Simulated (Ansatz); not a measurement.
Results of PBEsol-D3(BJ) in Ansatz (plane waves, PAW) for hcp Mg.

Settings: plane-wave cutoff 520 eV, 18×18×12 k mesh (along the axes of the cell as run), Fermi–Dirac smearing 0.05 eV, scalar-relativistic PAW data made under PBE.

Equation-of-state points:

```
V (Å³/atom)  E − E_lowest (meV/atom)  P (GPa)
-----------  -----------------------  -------
20.492                          4.72    1.833
20.919                          1.14    0.870
21.346                          0.00   -0.002
21.773                          1.08   -0.792
22.199                          4.16   -1.508
```

Q: Estimate the bulk modulus from the pressures at 20.919 and 21.773 Å³/atom, and compare it with a fit to all energies.

A: B = −V dP/dV. Between V = 20.919 and 21.773 Å³/atom, dP/dV = (-0.792 − (0.870))/(21.773 − 20.919) = -1.95 GPa per Å³/atom; at the midpoint 21.346 Å³/atom this gives B ≈ 41.5 GPa. The third-order Birch–Murnaghan fit gives V0 = 21.344 Å³/atom, B0 = 41.5 GPa, B′ = 4.0, which lies within 1 % of that estimate.

Shape and atoms are relaxed at each volume.

Measured, for comparison: bulk modulus 38.6 GPa (copied from a table, unchecked, extrapolated to 0 K and zero-point effects removed; as tabulated in Lejaeghere et al. (2013), arXiv:1204.2733). Computed (rounded) less measured: bulk modulus not scored (unchecked).

Note: the bulk modulus comes from volumes at which shape and atoms were relaxed.

Static lattice: no zero-point or thermal effects.

Cost on a shared machine: very roughly 2.3 core-minutes.

Ansatz is an electronic-structure program.
